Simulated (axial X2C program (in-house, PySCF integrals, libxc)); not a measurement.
**SiN⁻: from the state search to constants**

What are the state, bond length, wavenumber and bond energy of SiN⁻, and what does spin–orbit coupling change?

The runs use an in-house X2C program for linear molecules on PySCF integrals; all-electron X2C, Si dyall-av3z, N dyall-av3z.

All values are calculated.

## Step 1: Set-up

task.json

```json
{
 "zs": [
  14,
  7
 ],
 "q": -1,
 "bas": [
  "dyall-av3z",
  "dyall-av3z"
 ],
 "levels": [
  "PBE0",
  "HF",
  "TPSSh"
 ],
 "cc": true,
 "r0": 1.67,
 "thr": -2.0,
 "nmax": 90,
 "npts": 10,
 "nst": 2,
 "ntry": 6
}
```

Keys: zs atomic numbers; q charge; bas basis sets; levels methods (HF also brings MP2); cc coupled cluster on or off; r0 starting distance in Å; thr threshold in hartree for freezing inner shells (an s shell follows its p shell); nmax most natural virtual spinors; npts points asked for on the curve; nst determinants followed; ntry starts of the search.

Run with:

```sh
python so2c.py task.json out
```

Spin-free means the one-electron spin-free X2C Hamiltonian; two-component (2c) means X2C with spin–orbit coupling and atomic mean-field two-electron Coulomb and Gaunt terms. Basis: Si dyall-av3z contracted to [9s8p3d2f], N dyall-av3z contracted to [7s7p3d2f]; Gaussian nuclei, density fitting. Masses: Si 27.977 u, N 14.003 u.

Notation: σ, π±, δ± give the projection m of an orbital's angular momentum (0, ±1, ±2), α and β its spin, Λ and M_S the sums; ω is the projection of a spinor's total angular momentum and Ω the sum. Logs are in hartree.

The runs that follow: PBE0, spin-free; HF, spin-free; TPSSh, spin-free; MP2 and beyond, spin-free; PBE0, 2c; HF, 2c; TPSSh, 2c; MP2 and beyond, 2c.

Before running it: what results should come out? Wanted: for each run, Hamiltonian; Re; ωe; De; μ.

**Answer**, as computed:

Lowest determinant that the search found at its distance, spin-free: M_S = 0, Λ = 0 (closed shell).

Lowest determinant that the search found at its distance, 2c: Ω = 0 (closed shell).

| Hamiltonian | level | Re (Å) | ωe (cm⁻¹) | De (eV) | μ (D) |
| --- | --- | --- | --- | --- | --- |
| spin-free | PBE0 | 1.586 | 1197 | 5.70 | -2.64 |
| spin-free | HF | 1.557 | 1324 | 1.68 | -3.26 |
| spin-free | MP2 | 1.637 | 993 | 6.46 | n/a |
| spin-free | CCSD | 1.597 | 1166 | 5.39 | n/a |
| spin-free | CCSD(T) | 1.612 | 1109 | 5.86 | n/a |
| spin-free | TPSSh | 1.595 | 1165 | 5.80 | -2.44 |
| 2c | PBE0 | 1.587 | 1197 | 5.70 | -2.64 |
| 2c | HF | 1.557 | 1324 | 1.68 | -3.26 |
| 2c | CCSD | 1.597 | 1166 | 5.39 | n/a |
| 2c | CCSD(T) | 1.612 | 1109 | 5.86 | n/a |
| 2c | TPSSh | 1.595 | 1165 | 5.80 | -2.44 |

Dipoles are positive if N is the positive end and refer to the centre of mass. No constants: 2c MP2 (the points don't follow one smooth fit).

What this shows: At CCSD(T), going from spin-free to two-component changes Re by 0 mÅ, ωe by -0.1 %; the spin-free picture holds up (part of it comes from the scalar share of the two-electron terms). De moves by 0.00 eV; both De rest on single-determinant atoms, which can miss part of an open shell's spin–orbit lowering.

De refers to Si- + N, each in the lowest determinant found, which need not be this curve's own limit. Each curve is one determinant whose occupation by symmetry is held fixed; it was picked as the lowest of a PBE0 search that is not exhaustive. The closed shell is kept restricted; where the fragments are open shells, the energy then runs too high at long range. De is counted from the lowest determinant-based energies of the atoms at the same level, without counterpoise correction. Coupled cluster ran in a truncated set of natural virtual spinors; the MP2 energy of the rest was added. The meta-GGAs lack a current-density term, which matters for open shells with orbital currents, atoms included. T1 at Re is 0.024 (Lee–Taylor), above the customary mark of 0.02.
